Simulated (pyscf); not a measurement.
PySCF, gas phase, ωB97X-D3(BJ)/def2-SVP geometries. Correlated levels are frozen-core, on RHF or UHF. ΔMP2 is the change of the MP2 total energy from the triple- to the quadruple-zeta basis.

Task: `[PH2][Ga]` [singlet] + `[SiH4]` → `[SiH3][GaH][PH2]`
Surface: singlet. Broken: H–Si. Formed: Ga–Si, Ga–H. Give ΔE‡ and ΔE from CCSD(T)/def2-TZVPP + ΔMP2(QZVPP), relative to the separated reactants.

Result: ΔE‡ = 0.91 eV, ΔE = -0.73 eV. Zero-point energy shifts the barrier by 0.00 eV. It is an insertion, with an imaginary mode of 377i cm⁻¹. On the reactant side the descent ends in a complex (not fully relaxed), 0.21 eV under the separated species and 1.07 eV under the saddle at ωB97X-D3(BJ)/def2-TZVP. One saddle was located; it need not be the lowest between these sides. The CCSD(T) − MP2 part came from Ansatz, without density fitting, on the same reference. The frozen core leaves the outer d or s,p core shells of the metals and heavy elements correlated in the MP2 and CC values, and def2-TZVPP describes them poorly, which can shift differences by a few kcal/mol. Elements up to Kr have no core potential and no relativistic terms here.
